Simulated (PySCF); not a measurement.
Computed shifts of a molecule C₃H₆O, PBE/pcSseg-1 in PySCF, GIAO, gas phase, equivalent atoms averaged, in ppm (number of nuclei): ¹³C: 207.0 (1), 33.8 (2). ¹H: 2.36 (6). References: ¹³C against TMS (σ = 182.0 ppm); ¹⁷O against H2O (σ = 334.3 ppm); ¹H against TMS (σ = 31.49 ppm), references at their B3LYP-D3(BJ)/def2-TZVP geometries, non-relativistic. Geometry: B3LYP-D3(BJ)/def2-SVP. One conformer was computed; it need not be the lowest.

Task: Which structure fits?
(A) C1COC1
(B) OC1CC1
(C) C=COC
(D) CC(C)=O

Result: D, CC(C)=O
